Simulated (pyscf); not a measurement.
PySCF, gas phase, ωB97X-D3(BJ)/def2-SVP geometries.

**Question.** PBE/def2-TZVP puts the barrier of HO–AsH₂ → O=AsH + hydrogen (H₂) (elimination; singlet surface; As–H, H–O broken, H–H formed) at 298.4 kJ/mol and the reaction energy at +164.4 kJ/mol, from the reactant's lowest minimum found. What do B3LYP-D3(BJ)/def2-TZVP, PBE0-D3(BJ)/def2-TZVP, ωB97M-D3(BJ)/def2-TZVP give on the same structures?

**Answer.** B3LYP-D3(BJ): ΔE‡ = 325.5 kJ/mol, ΔE = +171.9 kJ/mol; PBE0-D3(BJ): ΔE‡ = 326.8 kJ/mol, ΔE = +194.5 kJ/mol; ωB97M-D3(BJ): ΔE‡ = 334.7 kJ/mol, ΔE = +184.2 kJ/mol. PBE's barrier lies under all of them, by 27.1 to 36.3 kJ/mol. Its reaction energy lies under all of them, by 7.5 to 30.2 kJ/mol. At the saddle there is also a short As–H contact that neither side keeps. The same reactants have a lower exit, to HO–AsH• + H• (no saddle counted: cutting one bond costs +308.6 kJ/mol at ωB97M-D3(BJ)/def2-TZVP, against +334.7 kJ/mol here). O=AsH lies 31.2 kJ/mol over its isomer HO–As: [triplet] (electronic energy, ωB97M-D3(BJ)/def2-TZVP). This is the saddle that the search found; another between the same sides may lie lower. Elements up to Kr have no core potential and no relativistic terms here.
